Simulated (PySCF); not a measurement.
Working out the ionisation energy of N

N [He] 2s2 2p3 (4S) → N⁺ [He] 2s2 2p2 (3P). Computed with PySCF 2.14 in aug-cc-pVDZ, with no relativity, point nucleus. Frozen: 1s2. Energies in hartree (1 hartree = 27.21139 eV):

```json
{"part": "UHF", "N (lower)": "-54.393183", "N⁺ (upper)": "-53.881265"}
{"part": "CCSD correlation", "N (lower)": "-0.092524", "N⁺ (upper)": "-0.077235"}
{"part": "(T)", "N (lower)": "-0.001274", "N⁺ (upper)": "-0.000872"}
```

Task: What does Hartree-Fock give?

Result: (-53.881265) − (-54.393183) = 0.511918 hartree = 13.930 eV.

Task: What do CCSD and CCSD(T) give?

Result: The CCSD correlation energies differ by 0.015289 hartree = 0.416 eV and the triples by 0.000402 hartree = 0.011 eV, so CCSD gives 14.346 eV and CCSD(T) 14.357 eV.

Measured between the centres of the two terms (NIST): 14.545 eV, so CCSD(T) (valence) is off by -0.188 eV.

A double-zeta basis recovers only part of the correlation energy.

What remains against the reference includes basis incompleteness, the frozen core and higher excitations.
